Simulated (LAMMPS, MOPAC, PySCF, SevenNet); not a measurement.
## How well does each level of theory give the lattice constant a of cubic BN?

Reference value: 3.593 Å (measured, corrected for zero-point motion; as tabulated in Goldzak et al. (2022), arXiv:2208.04865).

| level (code) | value (Å) |
|---|---|
| ExTeP BN.extep (LAMMPS) | 3.557 |
| PM3 semi-empirical Hartree-Fock (MOPAC) | 3.796 |
| SevenNet-0 | 3.619 |
| PBE (PySCF) | ___ |
| CCSD (PySCF) | 3.595 ± 0.02 |

Question: Fill in the missing entries.

Answer: 
- PBE (PySCF), value (Å): 3.627 ± 0.02

Errors against the reference: ExTeP BN.extep -1.00 %, PM3 semi-empirical Hartree-Fock (MOPAC) +5.65 %, SevenNet-0 +0.72 %, PBE +0.95 %, CCSD +0.06 %.

Closest of the ranked levels: CCSD (+0.06 %). Farthest off among them: PM3 semi-empirical Hartree-Fock (MOPAC) (+5.65 %). Of the ranked levels only CCSD lands within 0.3 %.

A ± on a computed value is a rough bar: the spread of its extrapolation, a floor set from checks against published values, or a statistical error. PM3 semi-empirical Hartree-Fock (MOPAC): the method was fitted mainly to molecules. PM3 semi-empirical Hartree-Fock (MOPAC): the run uses a supercell at the zone centre in place of a k mesh.

Empirical potentials (ExTeP BN.extep) are fitted to chosen data: where that held the value shown, agreement is built in, and what lay outside the fit can be far off. Machine-learned potentials (SevenNet-0) are trained on DFT data: a solid inside that data is no test of them.

Differences are worked out from the printed values.
